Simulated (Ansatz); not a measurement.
# C2H4ClF (1-chloro-2-fluoroethane) at MP2/6-311+G(d,p)

Aim: the vertical ionisation energy of C2H4ClF (1-chloro-2-fluoroethane) at MP2/6-311+G**, from 2 runs. 

The results are computed with Ansatz 0.2.0.

37 further runs of the same task are left out: 37 set aside as unsound or not needed.

## Step 1: The system as given

C2H4ClF: 8 atoms, total charge 0, spin state singlet. SMILES: `FCCCl`. Geometry: relaxed at PBE0-D4/def2-TZVP. This is one conformer, not always the lowest.

Bond lengths: F1–C2 1.375 Å, C2–C3 1.501 Å, C3–Cl4 1.778 Å, C2–H5 1.093 Å, C2–H6 1.096 Å, C3–H7 1.090 Å, C3–H8 1.091 Å. Some angles: F1–C2–C3 110.9°, C2–C3–Cl4 112.2°, F1–C2–H5 108.3°, F1–C2–H6 108.0°, C3–C2–H5 111.2°, C3–C2–H6 109.0°, C2–C3–H7 110.7°, C2–C3–H8 109.7°, Cl4–C3–H7 107.4°, Cl4–C3–H8 107.5°.

## Step 2: A single-point energy at MP2/6-311+G(d,p)

File input.yaml:

```yaml
crystal:
  periodic: [false, false, false]
  atoms:
    - {symbol: F, position_ang: [-1.336980, 0.498150, 1.030500]}
    - {symbol: C, position_ang: [-0.143560, 0.671020, 0.368890]}
    - {symbol: C, position_ang: [0.300450, -0.609920, -0.275720]}
    - {symbol: Cl, position_ang: [-0.759330, -1.087620, -1.620890]}
    - {symbol: H, position_ang: [-0.273910, 1.462220, -0.374180]}
    - {symbol: H, position_ang: [0.609620, 0.981160, 1.102570]}
    - {symbol: H, position_ang: [0.296790, -1.425630, 0.446820]}
    - {symbol: H, position_ang: [1.306920, -0.489380, -0.677980]}
basis:
  gaussian:
    orbitals: 6-311+G_st__st_-spherical.json
magnetization:
  spin_polarized: false
correlation:
  method: mp2
  frozen_orbitals: {C: 1, Cl: 5, F: 1, H: 0}
accuracy: high
```

The basis set 6-311+G** is read from a file made from the Basis Set Exchange's data (not shown).

Command:

```bash
$ ansatz run input.yaml --threads 1 --pin off --max-ram 3480MiB --events-out events.jsonl --progress --plain --runs-dir runs
```

The log of the run:

```text
Warning: RAYON_NUM_THREADS=1 ignored (pool sized by the plan → 1); use --threads N
Functional definition: HF
  name "HF"
  exchange = exact_x
  correlation = 0
2284 factors; integrals over basis functions are off by at most 4.6e-9 eV
mean field evaluation 1: about -17333.4418 eV, gradient 2.5e1 eV
mean field evaluation 2: about -17333.5328 eV, gradient 2.5e1 eV
mean field evaluation 4: about -17335.1724 eV, gradient 3.6e0 eV
mean field evaluation 8: about -17335.2040 eV, gradient 1.5e-1 eV
mean field evaluation 16: about -17335.2041 eV, gradient 1.9e-8 eV
mean field -17335.20408447 eV, -637.0569998811 hartree, gradient 1.9e-8 eV, S^2 0.000000; 0 other end points of the search recorded, 0 dependent functions left out
8 core orbitals not correlated: weight in the atoms' cores, before any rotation towards them, 1.000 or more for the frozen orbitals, at most 0.000 for the correlated occupied ones
reference -17335.20408447 eV, -637.0569998811 hartree; 13, 13 occupied and 99, 99 virtual orbitals, 2284 factors
second order -17.52080315 eV of doubles, -0.00000000 eV of singles
Total energy: -17352.72488762 eV, -637.7008775206 hartree
```

It took 5.7 s on 1 thread of Arm Neoverse V1, shared host; peak memory 0.36 GiB.

## Step 3: The doublet cation

input.yaml: that of step 2 with these lines changed.

```diff
@@ -1 +1,4 @@
+basis:
+  gaussian:
+    orbitals: 6-311+G_st__st_-spherical.json
 crystal:
@@ -11,7 +14,3 @@
     - {symbol: H, position_ang: [1.306920, -0.489380, -0.677980]}
-basis:
-  gaussian:
-    orbitals: 6-311+G_st__st_-spherical.json
-magnetization:
-  spin_polarized: false
+accuracy: high
 correlation:
@@ -19,2 +18,5 @@
   frozen_orbitals: {C: 1, Cl: 5, F: 1, H: 0}
-accuracy: high
+magnetization:
+  spin_polarized: true
+  initial_magnetization: 1
+total_charge: 1
```

The basis set 6-311+G** is read from a file made from the Basis Set Exchange's data (not shown).

Command:

```bash
$ ansatz run input.yaml --threads 1 --pin off --max-ram 3480MiB --events-out events.jsonl --progress --plain --runs-dir runs
```

The log of the run, shortened:

```text
Warning: RAYON_NUM_THREADS=1 ignored (pool sized by the plan → 1); use --threads N
[... 2 set-up lines as earlier in the session ...]
[...]
2284 factors; integrals over basis functions are off by at most 4.6e-9 eV
[...]
mean field -17324.78128064 eV, -636.6739689050 hartree, gradient 5.6e-8 eV, S^2 0.758479; 6 other end points of the search recorded, 0 dependent functions left out
8 core orbitals not correlated: weight in the atoms' cores, before any rotation towards them, 1.000 or more for the frozen orbitals, at most 0.000 for the correlated occupied ones
reference -17324.78128064 eV, -636.6739689050 hartree; 13, 12 occupied and 99, 100 virtual orbitals, 2284 factors
second order -16.69522268 eV of doubles, -0.00000000 eV of singles
Total energy: -17341.47650332 eV, -637.2875070219 hartree
```

Wall time 23 s (1 thread of Arm Neoverse V1, shared host); peak memory 0.44 GiB.

## Step 4: Results

At MP2/6-311+G**, 8 core orbitals frozen:

| quantity | value |
| --- | --- |
| singlet C2H4ClF: total energy | -637.70088 Eh |
| singlet C2H4ClF: correlation energy (8 core orbitals frozen) | -643.9 mEh |
| doublet cation: total energy | -637.28751 Eh |
| doublet cation: correlation energy (8 core orbitals frozen) | -613.5 mEh |
| doublet cation: ⟨S²⟩ of the reference determinant | 0.758 |
| vertical ionisation energy (to the doublet cation) | 11.248 eV |

Removing an electron at fixed nuclei costs 11.25 eV (1085 kJ/mol).
